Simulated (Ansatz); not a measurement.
Two isomers of C3H5N: A = `C1=CNC1`, B = `CC1=CN1`.

Gas-phase electronic energies from Ansatz, PBE0-D4/def2-TZVP geometries. CBS: MP2 limit from def2 TZ/QZ plus the TZ coupled-cluster correction, frozen cores. DFT in def2-TZVPP. B3LYP here is the variant with VWN-RPA as its local correlation; programs differ in this.

A:

```xyz
9

C    -0.2284    0.6562   -0.7443
C     0.7729    0.7503    0.1401
N     0.6218   -0.5386    0.7078
C    -0.5802   -0.6892   -0.1649
H    -0.5588    1.2216   -1.6009
H     1.5461    1.4687    0.3866
H     0.4525   -0.5838    1.7073
H    -0.5092   -1.5541   -0.8295
H    -1.5167   -0.7311    0.3978
```

B:

```xyz
9

C     0.620    0.821    0.784
C    -0.020   -0.190   -0.047
C    -0.429   -1.339   -0.409
N    -0.503   -0.264   -1.464
H     1.471    1.250    0.246
H    -0.073    1.641    0.998
H     0.966    0.397    1.727
H    -0.565   -2.402   -0.349
H    -1.467    0.086   -1.486
```

(1) Which isomer does CCSD(T)/CBS put lower? Give the gap. (Best estimate.)

(2) Give E(B) − E(A) in kJ/mol with PBE0-D4, PBE-D4, B3LYP, CCSD(T)/def2-TZVPP, CCSD/def2-TZVPP, r2SCAN-D4, B2PLYP. (Best estimate.)

(3) Does the order hold for the free energy at 298.15 K (harmonic terms from PBE0-D4)? (Best estimate.)

Largest T1 diagnostic: 0.012.

## Answers

(1) The calculation gave: A, by 132.7 kJ/mol.

(2) The calculation gave: PBE0-D4 137.6, PBE-D4 130.4, B3LYP 128.6, CCSD(T)/def2-TZVPP 133.6, CCSD/def2-TZVPP 135.1, r2SCAN-D4 132.0, B2PLYP 130.9. None reverses the order clearly.

(3) Computed: Yes: G(B) − G(A) = +121.7 kJ/mol.

At CCSD(T), def2-SVP lies +4.3 kJ/mol from the extrapolated value and def2-TZVPP +0.9 kJ/mol. From BLYP to BHLYP (50 % exact exchange), in def2-TZVPP and without D4, E(B) − E(A) moves by +17.1 kJ/mol.
